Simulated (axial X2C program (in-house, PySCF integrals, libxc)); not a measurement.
**Worked dissociation energy of LiMg⁻: MP2, spin-free**

Calculated with an in-house relativistic program for diatomic molecules. Spin-free means the one-electron spin-free X2C Hamiltonian. Basis: Mg dyall-av3z [10s9p6d4f], Li dyall-av3z [9s9p3d] (cores contracted in-house); Gaussian nuclei, density fitting, unrestricted open shells. Masses: Mg 23.985 u, Li 7.016 u.

Molecular state: M_S = 0, Λ = 0 (closed shell).

Correlated methods: 4 electrons correlated (number of frozen shells: Mg 2 s, 1 p; Li 1 s), 266 virtual spin orbitals or spinors in MP2.

```
E(Mg) (2M_S = 0, M_L = 0)  : -199.945792 hartree
E(Li-) (2M_S = 0, M_L = 0) : -7.445632 hartree
E(LiMg⁻) at Re             : -207.401392 hartree
ωe                         : 129.9 cm⁻¹
ωexe                       : 2.52 cm⁻¹
```

(1) Work out De and D0.

The state is a single determinant with fixed occupations, the lowest that a limited PBE0 search found. De is counted from the lowest determinant-based energies of the atoms at the same level, without counterpoise correction. PBE0 can misorder states that lie within some tenths of an eV, so this need not be the ground state of the molecule. The nearest other spin-free determinant of the search, M_S = 1, Λ = 0, lies 0.34 eV up at the distance of the search.

Each atomic determinant is the lowest at this level and need not be a pure term. Totals compare only within one Hamiltonian and basis.

Answers

(1) De = -199.945792 + (-7.445632) − (-207.401392) = 0.00997 hartree = 0.271 eV. The zero-point energy is ωe/2 − ωexe/4 = 64 cm⁻¹ = 0.008 eV, so D0 = 0.263 eV.
